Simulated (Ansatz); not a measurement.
A calculation with Ansatz (development build ahead of 0.2.0).

```yaml
crystal:
  periodic: [false, false, false]
  atoms:
    - { symbol: B, position_ang: [-0.00035, 0.0101, 0.06841] }
    - { symbol: H, position_ang: [1.20852, 0.05004, -0.00621] }
    - { symbol: H, position_ang: [-0.59291, 1.00022, -0.07002] }
    - { symbol: H, position_ang: [-0.64352, -0.98018, -0.00341] }
basis:
  gaussian: { orbitals: STO-3G }
hamiltonian:
  xc: hf
correlation:
  method: mp2
  frozen_orbitals: { B: 1, H: 0 }
```

The input is written out in the form of the current development build from the run's settings.

Results

```json
{
 "Converged": "yes",
 "Reference energy": "-26.06543 hartree",
 "Correlation energy": "-0.03605 hartree",
 "Total energy": "-26.10148 hartree",
 "Spin squared of the determinant": "0.000"
}
```
